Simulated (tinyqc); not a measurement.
Starting guesses with DIIS over 6 matrices: SCF starting guesses in the sto-3g basis, for H2O+, spin multiplicity 2. Computed by the program tinyqc with PySCF. Command: `OMP_NUM_THREADS=1 python tinyqc.py 112068 112069 out.jsonl`; one thread of a shared host (Intel(R) Xeon(R) Processor @ 2.60GHz), about 1 s.

Geometry (angstrom):
```
atom       x        y       z
O     0.0000   0.0000  0.0000
H     0.0000   0.7490  0.5740
H     0.0000  -0.7110  0.5450
```

lowest solution found by these runs and by PySCF with stability checks = -74.635775 hartree

UHF with one setting changed at a time; a run stops when the energy changes by less than 1e-09 hartree and the error matrix is below 1e-5. Starts: the lowest orbitals of the core Hamiltonian, of the Wolfsberg-Helmholz matrix (K = 1.75), projected atomic densities, random orbitals, and the highest orbitals of the core Hamiltonian (a deliberately bad start).

Largest element of the error matrix X^T (FDS - SDF) X:
```
iteration     core  Wolfsberg-Helmholz  atomic densities   random  highest core orbitals
1          3.5e-01             2.1e-01           7.3e-01  6.8e+00                2.0e-01
2          3.6e-02             5.4e-02           9.8e-02  2.3e-01                3.2e-01
3          5.1e-03             9.5e-03           1.2e-02  1.0e-01                2.9e-01
4          2.1e-03             2.6e-03           3.6e-03  7.3e-02                2.1e-01
5          6.4e-04             8.5e-04           1.2e-03  3.7e-02                1.8e-02
6          1.8e-04             3.0e-04           1.9e-04  3.1e-02                2.6e-02
8          5.1e-06             4.8e-06           6.1e-06  1.8e-02                3.2e-03
10               -                   -                 -  1.9e-03                8.6e-05
14               -                   -                 -  2.8e-05                      -
```

How each run ends:
```
run                    iterations  E (hartree)         state
core                            9   -74.635775  lowest found
Wolfsberg-Helmholz              8   -74.635775  lowest found
atomic densities                9   -74.635775  lowest found
random                         16   -74.635775  lowest found
highest core orbitals          13   -74.336144        higher
```

4 of 5 runs reach the lowest solution found, in 8 to 16 iterations (fastest: Wolfsberg-Helmholz). Ending on a higher stationary point: highest core orbitals; a small error matrix cannot reveal that, and an occupation fixed by the start is kept by symmetry or by the shape of the basin. The first errors are 3e-01, 2e-01, 7e-01, 7e+00, 2e-01; the deliberately bad start has the smallest one, so a small first error does not mark a good start.
